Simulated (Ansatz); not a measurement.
1T (CdI2-type) HfS2 was calculated with LDA in Ansatz (PAW).

Rigid layers of the crystal as relaxed at this level are moved apart or together:

```
run   k mesh  layer repeat (Å)  energy against free layers (meV/Å²)  gap on the mesh (eV)
---  -------  ----------------  -----------------------------------  --------------------
1    12×12×6              5.54                               -11.96                 0.399
2    12×12×6              5.69                               -12.57                 0.588
3    12×12×6              5.84                               -12.04                 0.742
4    12×12×6              6.04                               -10.46                 0.780
5    12×12×6              6.34                                -7.61                 0.815
6    12×12×6              6.84                                -3.80                 0.864
7    12×12×6              7.84                                -0.69                 0.917
8    12×12×4              9.84                                 0.01                 0.937
```

The lowest energy of these points lies at a layer repeat of 5.69 Å.

Spin–orbit coupling is not included.

Note: the cell comes from a level without a dispersion term, which matters for the spacing of layers, chains or molecules.

Ansatz is a program for electronic structure.
